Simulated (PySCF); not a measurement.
Compound: C4H6FN.
Cartesian coordinates in Å at the GFN2-xTB level; atoms count from 1:
```xyz
12
C4H6FN angstrom
C     -1.4661   -0.7925   -0.1572
C     -1.2195    0.5134   -0.1346
F     -2.2886    1.3481   -0.2254
C      0.0312    1.2675   -0.0325
N      1.2292    0.9004    0.1008
C      1.6567   -0.4612    0.1932
H     -0.6944   -1.5317   -0.0979
H     -2.4813   -1.1423   -0.2436
H     -0.1231    2.3426   -0.0803
H      1.4390   -1.0121   -0.7261
H      1.1820   -0.9819    1.0298
H      2.7360   -0.4511    0.3479
```

Vertical excitations from PySCF (density fitting, frozen core in the response, grid level 2 and gas phase unless stated; continuum runs use non-equilibrium linear response for the excitations) on a GFN2-xTB geometry. Reference run:

| settings | S1, eV (f) | S2, eV (f) | S3, eV (f) | S4, eV (f) | S5, eV (f) | S6, eV (f) | T1, eV (Tamm–Dancoff) | mean α (au) |
| --- | --- | --- | --- | --- | --- | --- | --- | --- |
| KT2/def2-SVPD, TDA, 12 singlets | 3.62 (0.001) | 5.60 (0.212) | 6.13 (0.048) | 6.40 (0.126) | 6.49 (0.009) | 6.70 (0.026) | – | 61.4 |

What do these settings give: PBE0/6-311+G(2d,p), TDA, 3 singlets?

```tsv
settings	S1, eV (f)	S2, eV (f)	S3, eV (f)	S4, eV (f)	S5, eV (f)	S6, eV (f)	T1, eV (Tamm–Dancoff)	mean α (au)
PBE0/6-311+G(2d,p), TDA, 3 singlets	3.96 (0.001)	5.95 (0.326)	6.62 (0.054)	–	–	–	3.19	58.0
```

S1 moves by +0.34 eV; functional and basis change together, so the shift can't be laid on one. States are counted by energy in each run and needn't keep their character from row to row.

All basis functions are spherical, in the Pople sets too. KT2 was designed for NMR shieldings or shifts; total energies of different functionals aren't comparable.

Give the leading configurations of S1 (H = HOMO, L = LUMO) and the HOMO–LUMO gap of each run.

| settings | S1 configurations (weight) | S1 (eV) | orbital gap (eV) | S1 − gap (eV) |
| --- | --- | --- | --- | --- |
| KT2/def2-SVPD, TDA, 12 singlets | H→L 1.00 | 3.62 | 3.36 | +0.26 |
| PBE0/6-311+G(2d,p), TDA, 3 singlets | H→L 0.98 | 3.96 | 5.63 | -1.67 |

One conformer stands for the species.
